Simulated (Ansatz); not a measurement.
A calculation with Ansatz (development build ahead of 0.2.0).

```yaml
crystal:
  periodic: [false, false, false]
  atoms:
    - { symbol: O, position_ang: [0.0, 0.0, -0.57787] }
    - { symbol: C, position_ang: [0.0, 1.161, 0.18809] }
    - { symbol: C, position_ang: [0.0, -1.161, 0.18809] }
    - { symbol: H, position_ang: [0.0, 2.02139, -0.49624] }
    - { symbol: H, position_ang: [-0.89522, 1.23287, 0.83959] }
    - { symbol: H, position_ang: [0.89522, 1.23287, 0.83959] }
    - { symbol: H, position_ang: [0.0, -2.02139, -0.49624] }
    - { symbol: H, position_ang: [0.89522, -1.23287, 0.83959] }
    - { symbol: H, position_ang: [-0.89522, -1.23287, 0.83959] }
basis:
  gaussian: { orbitals: def2-TZVP }
hamiltonian:
  xc: hf
correlation:
  method: mp2
  frozen_orbitals: { C: 1, H: 0, O: 1 }
```

The input is written out in the form of the current development build from the run's settings.

Output:

- Converged: yes
- Reference energy: -154.12945 hartree
- Correlation energy: -0.57978 hartree
- Total energy: -154.70923 hartree
- Spin squared of the determinant: 0.000
